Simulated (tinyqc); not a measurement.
UKS/exchange-only LDA in the sto-3g basis, for H2O+, spin multiplicity 2, step by step (part 2 of 2). Computed by tinyqc, a small Python program that keeps every step (integrals from PySCF). Command: `OMP_NUM_THREADS=1 python tinyqc.py 30016 30017 out.jsonl` (the two numbers bound the seeds that draw the settings). One thread of a shared host (Intel(R) Xeon(R) Processor @ 2.60GHz), about 2 s of CPU time with the checks.

Geometry (angstrom):
```
atom,x,y,z
O,0.000000,0.000000,0.000000
H,0.000000,1.059000,0.724000
H,0.000000,-1.059000,0.724000
```

## Iteration 2: DIIS over 2 matrices

error matrix X^T (FDS - SDF) X (alpha):
```
,1,2,3,4,5,6,7
1,0.000000,0.011847,0.000000,0.000000,0.003277,-0.083020,-0.083020
2,-0.011847,0.000000,0.000000,0.000000,0.012842,0.150971,0.150971
3,0.000000,0.000000,0.000000,0.000000,0.000000,0.000000,0.000000
4,0.000000,0.000000,0.000000,0.000000,0.000000,0.200598,-0.200598
5,-0.003277,-0.012842,0.000000,0.000000,0.000000,0.131756,0.131756
6,0.083020,-0.150971,0.000000,-0.200598,-0.131756,0.000000,0.000000
7,0.083020,-0.150971,0.000000,0.200598,-0.131756,0.000000,0.000000
```

B (overlaps of the stored error matrices):
```
,1,2
1,5.8460195e-02,-8.9047231e-02
2,-8.9047231e-02,5.3954133e-01
```

Minimise |sum c_i e_i|^2 with sum c_i = 1: solve [B -1; -1 0][c; lambda] = [0; -1] with B_ij = tr e_i^T e_j summed over both spins, and take F = sum c_i F_i.

DIIS coefficients: 0.809937  0.190063

extrapolated F(alpha) (hartree), lower triangle:
```
,1O 1s,1O 2s,1O 2px,1O 2py,1O 2pz,2H 1s,3H 1s
1O 1s,-24.497913
1O 2s,-5.828470,-3.695198
1O 2px,0.000000,0.000000,-1.870195
1O 2py,0.000000,0.000000,0.000000,-1.964376
1O 2pz,-0.022362,-0.099593,0.000000,0.000000,-1.877374
2H 1s,-0.623300,-0.741917,0.000000,-0.365788,-0.259790,-0.485669
3H 1s,-0.623300,-0.741917,0.000000,0.365788,-0.259790,-0.160722,-0.485669
```

extrapolated F(beta) (hartree), lower triangle:
```
,1O 1s,1O 2s,1O 2px,1O 2py,1O 2pz,2H 1s,3H 1s
1O 1s,-24.410219
1O 2s,-5.797900,-3.593949
1O 2px,0.000000,0.000000,-1.818922
1O 2py,0.000000,0.000000,0.000000,-1.761241
1O 2pz,-0.021805,-0.095195,0.000000,0.000000,-1.827332
2H 1s,-0.619972,-0.721106,0.000000,-0.345555,-0.254925,-0.471841
3H 1s,-0.619972,-0.721106,0.000000,0.345555,-0.254925,-0.157973,-0.471841
```

## Iteration 2: diagonalisation and new density

X, lower triangle:
```
,1O 1s,1O 2s,1O 2px,1O 2py,1O 2pz,2H 1s,3H 1s
1O 1s,1.023002
1O 2s,-0.130959,1.093446
1O 2px,0.000000,0.000000,1.000000
1O 2py,0.000000,0.000000,0.000000,1.044600
1O 2pz,-0.004252,0.036930,0.000000,0.000000,1.019068
2H 1s,0.015184,-0.157775,0.000000,-0.130120,-0.081797,1.068652
3H 1s,0.015184,-0.157775,0.000000,0.130120,-0.081797,-0.032852,1.068652
```

Diagonalise F' = X^T F X, C = X C', fill 5 alpha and 4 beta electrons from the bottom; D(s) = C_occ C_occ^T. Each column has its largest component positive (the first on a tie).

F' = X^T F X (alpha) (hartree), lower triangle:
```
,1,2,3,4,5,6,7
1,-24.172565
2,-2.657291,-2.745033
3,0.000000,0.000000,-1.870195
4,0.000000,0.000000,0.000000,-1.955635
5,-0.019834,-0.090753,0.000000,0.000000,-1.874537
6,-0.069404,-0.216784,0.000000,-0.119696,-0.077783,-0.290159
7,-0.069404,-0.216784,0.000000,0.119696,-0.077783,-0.039089,-0.290159
```

orbital energies (alpha) (hartree): MO1 -24.497978, MO2 -2.477812, MO3 -1.972282, MO4 -1.870195, MO5 -1.863114, MO6 -0.282478, MO7 -0.234423

coefficients C (alpha):
```
,MO1,MO2,MO3,MO4,MO5,MO6,MO7
1O 1s,0.999650,-0.246642,0.000000,0.000000,0.039346,0.049821,0.000000
1O 2s,0.001494,1.049144,0.000000,0.000000,-0.163941,-0.369248,0.000000
1O 2px,0.000000,0.000000,0.000000,1.000000,0.000000,0.000000,0.000000
1O 2py,0.000000,0.000000,1.021574,0.000000,0.000000,0.000000,-0.285373
1O 2pz,0.001026,0.190631,0.000000,0.000000,0.991963,-0.181468,0.000000
2H 1s,-0.000101,-0.064809,-0.053262,0.000000,-0.025615,0.750599,0.787877
3H 1s,-0.000101,-0.064809,0.053262,0.000000,-0.025615,0.750599,-0.787877
```

F' = X^T F X (beta) (hartree), lower triangle:
```
,1,2,3,4,5,6,7
1,-24.087196
2,-2.648450,-2.644184
3,0.000000,0.000000,-1.818922
4,0.000000,0.000000,0.000000,-1.744601
5,-0.019733,-0.085246,0.000000,0.000000,-1.823760
6,-0.070092,-0.212108,0.000000,-0.124928,-0.078117,-0.281587
7,-0.070092,-0.212108,0.000000,0.124928,-0.078117,-0.039237,-0.281587
```

orbital energies (beta) (hartree): MO1 -24.410260, MO2 -2.378910, MO3 -1.818922, MO4 -1.812920, MO5 -1.765099, MO6 -0.273876, MO7 -0.221851

coefficients C (beta):
```
,MO1,MO2,MO3,MO4,MO5,MO6,MO7
1O 1s,0.999771,-0.245793,0.000000,0.040808,0.000000,0.050409,0.000000
1O 2s,0.000965,1.047056,0.000000,-0.170666,0.000000,-0.372118,0.000000
1O 2px,0.000000,0.000000,1.000000,0.000000,0.000000,0.000000,0.000000
1O 2py,0.000000,0.000000,0.000000,0.000000,1.016432,0.000000,-0.303182
1O 2pz,0.000972,0.195820,0.000000,0.990521,0.000000,-0.183804,0.000000
2H 1s,-0.000009,-0.062685,0.000000,-0.023919,-0.039486,0.750835,0.788687
3H 1s,-0.000009,-0.062685,0.000000,-0.023919,0.039486,0.750835,-0.788687
```

D(alpha) after iteration 2, lower triangle:
```
,1O 1s,1O 2s,1O 2px,1O 2py,1O 2pz,2H 1s,3H 1s
1O 1s,1.061680
1O 2s,-0.263720,1.127581
1O 2px,0.000000,0.000000,1.000000
1O 2py,0.000000,0.000000,0.000000,1.043614
1O 2pz,-0.006962,0.037377,0.000000,0.000000,1.020332
2H 1s,0.014876,-0.063795,0.000000,-0.054412,-0.037763,0.007693
3H 1s,0.014876,-0.063795,0.000000,0.054412,-0.037763,0.002019,0.007693
```

D(beta) after iteration 2, lower triangle:
```
,1O 1s,1O 2s,1O 2px,1O 2py,1O 2pz,2H 1s,3H 1s
1O 1s,1.061621
1O 2s,-0.263358,1.125453
1O 2px,0.000000,0.000000,1.000000
1O 2py,0.000000,0.000000,0.000000,0.000000
1O 2pz,-0.006738,0.035987,0.000000,0.000000,1.019479
2H 1s,0.014422,-0.061553,0.000000,0.000000,-0.035967,0.004502
3H 1s,0.014422,-0.061553,0.000000,0.000000,-0.035967,0.004502,0.004502
```

## Iteration 23 (converged): orbitals

converged F(alpha) (hartree), lower triangle:
```
,1O 1s,1O 2s,1O 2px,1O 2py,1O 2pz,2H 1s,3H 1s
1O 1s,-18.888352
1O 2s,-4.902912,-2.417206
1O 2px,0.000000,0.000000,-0.643442
1O 2py,0.000000,0.000000,0.000000,-0.635623
1O 2pz,-0.013886,-0.102201,0.000000,0.000000,-0.601972
2H 1s,-0.524599,-0.547366,0.000000,-0.266364,-0.199645,-0.557030
3H 1s,-0.524599,-0.547366,0.000000,0.266364,-0.199645,-0.133919,-0.557030
```

converged F(beta) (hartree), lower triangle:
```
,1O 1s,1O 2s,1O 2px,1O 2py,1O 2pz,2H 1s,3H 1s
1O 1s,-18.864506
1O 2s,-4.884760,-2.325504
1O 2px,0.000000,0.000000,-0.485132
1O 2py,0.000000,0.000000,0.000000,-0.576202
1O 2pz,-0.012908,-0.099154,0.000000,0.000000,-0.543789
2H 1s,-0.522753,-0.534883,0.000000,-0.263072,-0.197222,-0.578434
3H 1s,-0.522753,-0.534883,0.000000,0.263072,-0.197222,-0.132827,-0.578434
```

As before.

F' = X^T F X (alpha) (hartree), lower triangle:
```
,1,2,3,4,5,6,7
1,-18.523557
2,-2.557857,-1.514173
3,0.000000,0.000000,-0.643442
4,0.000000,0.000000,0.000000,-0.563093
5,-0.021404,-0.056521,0.000000,0.000000,-0.571612
6,-0.031194,-0.190128,0.000000,-0.168467,-0.110354,-0.413175
7,-0.031194,-0.190128,0.000000,0.168467,-0.110354,-0.030995,-0.413175
```

orbital energies (alpha) (hartree): MO1 -18.900300, MO2 -1.239417, MO3 -0.727479, MO4 -0.643442, MO5 -0.620699, MO6 -0.293096, MO7 -0.217794

coefficients C (alpha):
```
,MO1,MO2,MO3,MO4,MO5,MO6,MO7
1O 1s,0.993103,-0.254428,0.000000,0.000000,0.078462,0.083774,0.000000
1O 2s,0.028729,0.955617,0.000000,0.000000,-0.356240,-0.472217,0.000000
1O 2px,0.000000,0.000000,0.000000,1.000000,0.000000,0.000000,0.000000
1O 2py,0.000000,0.000000,0.755293,0.000000,0.000000,0.000000,0.744704
1O 2pz,0.002325,0.150298,0.000000,0.000000,0.848745,-0.557046,0.000000
2H 1s,-0.004792,0.084428,0.335236,0.000000,0.244733,0.707961,-0.714985
3H 1s,-0.004792,0.084428,-0.335236,0.000000,0.244733,0.707961,0.714985
```

F' = X^T F X (beta) (hartree), lower triangle:
```
,1,2,3,4,5,6,7
1,-18.501890
2,-2.553136,-1.418534
3,0.000000,0.000000,-0.485132
4,0.000000,0.000000,0.000000,-0.500805
5,-0.020796,-0.051173,0.000000,0.000000,-0.512077
6,-0.032055,-0.187799,0.000000,-0.169421,-0.111102,-0.439422
7,-0.032055,-0.187799,0.000000,0.169421,-0.111102,-0.030072,-0.439422
```

orbital energies (beta) (hartree): MO1 -18.875720, MO2 -1.158708, MO3 -0.698999, MO4 -0.576491, MO5 -0.485132, MO6 -0.291075, MO7 -0.211156

coefficients C (beta):
```
,MO1,MO2,MO3,MO4,MO5,MO6,MO7
1O 1s,0.993342,-0.248150,0.000000,0.093346,0.000000,0.084516,0.000000
1O 2s,0.027779,0.927402,0.000000,-0.427434,0.000000,-0.469445,0.000000
1O 2px,0.000000,0.000000,0.000000,0.000000,1.000000,0.000000,0.000000
1O 2py,0.000000,0.000000,0.687617,0.000000,0.000000,0.000000,0.807611
1O 2pz,0.002207,0.151913,0.000000,0.788055,0.000000,-0.639648,0.000000
2H 1s,-0.004622,0.117422,0.396188,0.307175,0.000000,0.678298,-0.683097
3H 1s,-0.004622,0.117422,-0.396188,0.307175,0.000000,0.678298,0.683097
```

D(alpha) after iteration 23, lower triangle:
```
,1O 1s,1O 2s,1O 2px,1O 2py,1O 2pz,2H 1s,3H 1s
1O 1s,1.057144
1O 2s,-0.242556,1.040936
1O 2px,0.000000,0.000000,1.000000
1O 2py,0.000000,0.000000,0.000000,0.570468
1O 2pz,0.030663,-0.158663,0.000000,0.000000,0.742962
2H 1s,-0.007038,-0.006641,0.000000,0.253202,0.220394,0.179428
3H 1s,-0.007038,-0.006641,0.000000,-0.253202,0.220394,-0.045338,0.179428
```

D(beta) after iteration 23, lower triangle:
```
,1O 1s,1O 2s,1O 2px,1O 2py,1O 2pz,2H 1s,3H 1s
1O 1s,1.057020
1O 2s,-0.242440,1.043547
1O 2px,0.000000,0.000000,0.000000
1O 2py,0.000000,0.000000,0.000000,0.472817
1O 2pz,0.038057,-0.195895,0.000000,0.000000,0.644113
2H 1s,-0.005056,-0.022529,0.000000,0.272426,0.259899,0.265131
3H 1s,-0.005056,-0.022529,0.000000,-0.272426,0.259899,-0.048799,0.265131
```

## Convergence

Stop when the energy changes by less than 1e-10 hartree and every element of the error matrix X^T (F D S - S D F) X (for each spin) is below 3e-06.

Course of the cycle:
```
iteration,E (hartree),change,largest element of the error matrix
1,-26.24685083,-,6.64e-02
2,-72.84686282,-4.66e+01,2.01e-01
3,-72.89827430,-5.14e-02,2.05e-01
4,-72.89659981,1.67e-03,2.05e-01
5,-72.89759749,-9.98e-04,2.05e-01
6,-72.89828891,-6.91e-04,2.05e-01
7,-72.89790405,3.85e-04,2.05e-01
8,-72.95224719,-5.43e-02,2.09e-01
9,-72.99769275,-4.54e-02,2.11e-01
10,-71.36023816,1.64e+00,4.79e-01
11,-73.70404299,-2.34e+00,1.12e-01
12,-73.67496259,2.91e-02,1.33e-01
13,-73.37325924,3.02e-01,2.54e-01
14,-73.39973624,-2.65e-02,2.48e-01
15,-73.75782560,-3.58e-01,4.38e-02
16,-73.77507143,-1.72e-02,2.06e-02
17,-73.77806666,-3.00e-03,1.99e-02
18,-73.77469905,3.37e-03,3.16e-02
19,-73.78035574,-5.66e-03,2.02e-03
20,-73.78037709,-2.13e-05,6.54e-05
21,-73.78037711,-2.21e-08,2.63e-05
22,-73.78037711,-3.11e-09,1.68e-06
23,-73.78037711,-1.36e-11,4.02e-07
```

PySCF UKS in the same basis, fine grid, after a stability check = -73.76231764 hartree

Converged in 23 iterations. The coarse grid moves the energy by -1.81e-02 hartree.

## Populations, bond orders and dipole

overlap S, lower triangle:
```
,1O 1s,1O 2s,1O 2px,1O 2py,1O 2pz,2H 1s,3H 1s
1O 1s,1.000000
1O 2s,0.236704,1.000000
1O 2px,0.000000,0.000000,1.000000
1O 2py,0.000000,0.000000,0.000000,1.000000
1O 2pz,0.000000,0.000000,0.000000,0.000000,1.000000
2H 1s,0.025018,0.289113,0.000000,0.223907,0.153077,1.000000
3H 1s,0.025018,0.289113,0.000000,-0.223907,0.153077,0.097918,1.000000
```

Mulliken: Z minus the diagonal of D S on the atom; Loewdin: the same with S^(1/2) D S^(1/2); Mayer order: 2 sum_s sum (D(s) S)_ij (D(s) S)_ji over the two atoms.

Charges (e):
```
atom,Mulliken,Loewdin,Mulliken spin
1O,0.235639,0.315364,1.182344
2H,0.382181,0.342318,-0.091172
3H,0.382181,0.342318,-0.091172
```

Mayer bond orders:
```
pair,order
2-1,0.834906
3-1,0.834906
3-2,0.010719
```

dipole moment about the origin, x y z (debye): 0.000000  0.000000  3.085101

<S^2> of the determinant (pure state: 0.75) = 0.767716
